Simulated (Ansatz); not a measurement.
This geometry of BClH2 + FH (6 atoms, charge 0, multiplicity 1) is a first-order saddle point.

Computed with Ansatz 0.2.0, UKS PBE0-D4/def2-SVP.

```xyz
6
Properties=species:S:1:pos:R:3
B -0.085 0.286 -0.451
Cl 0.855 -1.373 0.229
H 0.750 1.092 -0.760
H -0.989 -0.057 -1.162
H 0.045 -0.475 1.164
F -0.575 0.526 0.980
```

Question: Which two structures does it join? (They come from a converged band through this point; their orientation in space is the band's.)

Answer: Bonds broken: B1–Cl2, H5–F6. Bonds formed: B1–F6, Cl2–H5. BClH2 + FH becomes BFH2 + ClH.

Initial state:

```xyz
6
Properties=species:S:1:pos:R:3
B 0.076 0.108 -0.620
Cl 0.946 -1.389 -0.111
H 0.755 1.089 -0.762
H -0.976 -0.057 -1.175
H -0.195 -0.254 1.521
F -0.606 0.502 1.148
```

Final state:

```xyz
6
Properties=species:S:1:pos:R:3
B -0.308 0.673 -0.575
Cl 0.964 -1.655 0.552
H 0.744 1.173 -0.893
H -1.005 0.015 -1.312
H 0.393 -1.168 1.599
F -0.788 0.962 0.629
```

Question: How far does it lie above each of them?

Answer: 6.7 kcal/mol above the first and 17.1 kcal/mol above the second. This is the barrier of this one path; another mechanism may lie lower. The orbitals stay closed-shell, which can raise the energy where a bond breaks towards radicals; this wasn't checked here.

Run time: 49 s on 2 threads of Intel(R) Xeon(R) Platinum 8488C (Sapphire Rapids) (shared host), peak memory 0.16 GiB.
